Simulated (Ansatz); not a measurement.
**Worked example: correlation energy of H₂O₂, singlet**

Geometry: MP2(full)/6-31G*, from the G2/97 set.

```xyz
4

O     0.0000    0.7341   -0.0281
O     0.0000   -0.7341   -0.0281
H     0.8395    0.8808    0.4466
H    -0.8395   -0.8808    0.4466
```

Basis 6-31G* (Cartesian d functions); Ansatz 0.2.0. Only valence electrons are correlated (noble-gas cores frozen), which leaves 14 electrons in 32 orbitals. R marks a restricted (for open shells ROHF) determinant.

Full CI isn't at hand for all of this; RCCSDTQ serves as the reference, and is uncertain by about the last step of the cluster series.

Runs differ by some tens of microhartree through their thresholds, so steps under 0.03 kcal/mol mean nothing.

```csv
level,total energy (hartree)
RHF,-150.760113
RMP2,-151.130122
RCCSD,-151.142942
RCCSD(T),-151.151231
RCCSDT,-151.151448
RCCSDT(Q),-151.153010
RCCSDTQ,-151.152863
```

Q: What is the correlation energy at RCCSDTQ, and what share of it do RMP2 and RCCSD recover?

A: E(corr) = -151.152863 − (-150.760113) = -0.392750 hartree = -10.687 eV. RMP2: -0.370009 / -0.392750 = 94.21 %. RCCSD: -0.382829 / -0.392750 = 97.47 %.

Q: By how many kcal/mol does RCCSD(T) miss RCCSDTQ (1 hartree = 627.509 kcal/mol), and which steps make up the rest?

A: -151.151231 − (-151.152863) = 0.001632 hartree = 1.02 kcal/mol. Steps: RCCSDT − RCCSD(T) = -0.14, RCCSDT(Q) − RCCSDT = -0.98, RCCSDTQ − RCCSDT(Q) = 0.09 kcal/mol. Differences between like states or geometries often cancel part of this.
